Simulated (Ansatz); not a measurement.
Process, species as SMILES: N#N (N2) + H+ → N#[NH+]
B3LYP-D3(BJ)/def2-TZVP geometries, fixed; electronic energies without zero-point terms; positive where energy is released.

Basis-set convergence of the proton affinity at wB97M-V with Ansatz (a quantum-chemistry and plane-wave program). Cartesian d functions, on some or all atoms, in 6-31G**; all else is spherical. The program fits the integrals of some runs and decomposes those of others, by size. The functional holds VV10 correlation; no added dispersion term, no relativity. Functions are those of the species that has most. Reference: the value in pcseg-4, 120.30 kcal/mol, itself unsure by roughly 0.15 kcal/mol (its mean distance from aug-pcseg-3, aug-cc-pVQZ, cc-pV5Z). Deviations are taken from unrounded values.

```tsv
basis	functions	proton affinity (kcal/mol)	minus reference (kcal/mol)
3-21G	20	127.75	7.45
def2-SV(P)	30	117.99	-2.31
6-31G**	35	121.30	1.00
def2-SVPD	48	119.76	-0.54
def2-TZVP	68	120.05	-0.26
cc-pVTZ	74	121.39	1.09
aug-pcseg-2	115	120.13	-0.17
def2-QZVPPD	159	120.16	-0.15
pcseg-4	263	120.30	0.00
```
